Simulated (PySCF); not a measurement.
**Stretching HCl**

Set-up: H def2-TZVPPD, Cl def2-TZVPPD; no relativity (PySCF 2.14). Energies in eV from H + Cl in their ground configurations at the same level. State: ¹Σ⁺ (singlet), closed shell.

All columns are PBE0. A positive dipole means H(−)Cl(+).

```csv
R (Å),E (eV),μ (D),Mulliken charge on H (basis-dependent),HOMO (eV),LUMO (eV),Mayer bond order,⟨S²⟩
1.100,-3.835,-0.94,0.23,-9.64,0.52,1.00,0.00
1.151,-4.229,-0.99,0.23,-9.60,0.40,0.99,0.00
1.202,-4.454,-1.04,0.23,-9.56,0.23,0.99,0.00
1.241,-4.538,-1.08,0.23,-9.53,0.07,0.99,0.00
1.279,-4.562,-1.12,0.23,-9.50,-0.12,0.99,0.00
1.317,-4.539,-1.16,0.23,-9.48,-0.33,0.99,0.00
1.369,-4.449,-1.21,0.24,-9.44,-0.65,0.98,0.00
1.433,-4.267,-1.28,0.24,-9.40,-1.07,0.98,0.00
1.509,-3.977,-1.37,0.24,-9.35,-1.61,0.97,0.00
1.611,-3.522,-1.48,0.25,-9.29,-2.31,0.97,0.00
```

A fit through these points gives, at Re = 1.278 Å, μ = -1.12 D and dμ/dR = -1.06 D/Å; the reduced mass is 0.9796 u.

Question: How strong is the fundamental in the double-harmonic approximation, I = 42.26·(dμ/dR)²/μred km/mol?

Answer: I = 42.26·(-1.06)²/0.9796 = 48.5 km/mol at PBE0.
